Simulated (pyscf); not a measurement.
**Concerted two-bond exchange: :HSi–SH [singlet] + HF -> H₂Si=S + HF**

Gas phase, singlet surface, charge 0. Bonds broken: S1–H6, H3–F5. Bonds formed: Si2–H3, F5–H6. PySCF, gas phase, ωB97X-D3(BJ)/def2-SVP geometries. Correlated levels are frozen-core, on RHF or UHF. ΔMP2 is the change of the MP2 total energy from the triple- to the quadruple-zeta basis.

Transition state (Å):

```xyz
6

S      1.4609    -0.5069    -0.3734
Si    -0.3625    -0.3199    -1.2327
H     -0.7831     0.9169    -0.1514
H     -0.6150    -1.2530    -2.3771
F     -0.1285     1.4376     0.7837
H      0.7726     0.6616     0.4764
```

One imaginary mode, 1827i cm⁻¹; descent along it reached the two sides named, in the forms told below.

```
bond    change  reactant side (Å)  saddle  product side
------  ------  -----------------  ------  ------------
S1–H6   breaks              1.351   1.600         2.271
H3–F5   breaks              0.933   1.255           2.7
Si2–H3   forms              2.500   1.696         1.481
F5–H6    forms              2.284   1.228         0.935
```

Electronic energies relative to the separated reactants (eV):

| level | barrier | reaction energy | reverse barrier |
|---|---|---|---|
| ωB97X-D3(BJ)/def2-TZVP | 1.08 | -0.50 | 1.58 |
| PBE/def2-TZVP | 0.62 | -0.43 | 1.05 |
| r²SCAN/def2-TZVP | 0.71 | -0.57 | 1.28 |
| B3LYP-D3(BJ)/def2-TZVP | 0.99 | -0.46 | 1.45 |
| PBE0-D3(BJ)/def2-TZVP | 0.89 | -0.46 | 1.34 |
| M06-2X/def2-TZVP | 1.21 | -0.42 | 1.62 |
| ωB97M-D3(BJ)/def2-TZVP | 1.17 | -0.40 | 1.58 |
| HF/def2-TZVP | 2.16 | -0.52 | 2.68 |
| MP2/def2-QZVPP | 1.08 | -0.63 | 1.71 |
| CCSD/def2-TZVPP | 1.49 | -0.45 | 1.94 |
| CCSD(T)/def2-TZVPP | 1.29 | -0.47 | 1.76 |
| CCSD(T)/def2-TZVPP + ΔMP2(QZVPP) | 1.26 | -0.49 | 1.75 |

With CCSD(T)/def2-TZVPP + ΔMP2(QZVPP) energies and thermal terms (ideal gas, 1 atm, RRHO with modes under 100 cm⁻¹ raised to 100, one conformer, R ln 2 for chiral ones without a mode under 150 cm⁻¹), in eV:

```tsv
T (K)	ΔH‡	ΔG‡	ΔH	ΔG
298	1.15	1.59	-0.49	-0.46
600	1.13	2.05	-0.50	-0.43
900	1.15	2.51	-0.50	-0.40
1200	1.17	2.96	-0.50	-0.36
```

On the reactant side the descent ends in a complex, 0.22 eV under the separated species and 1.30 eV under the saddle at ωB97X-D3(BJ)/def2-TZVP. On the product side the descent ends in a complex, 0.33 eV under the separated species and 1.90 eV under the saddle at ωB97X-D3(BJ)/def2-TZVP. One saddle was located; it need not be the lowest between these sides. The CCSD(T) − MP2 part came from Ansatz, without density fitting, on the same reference.
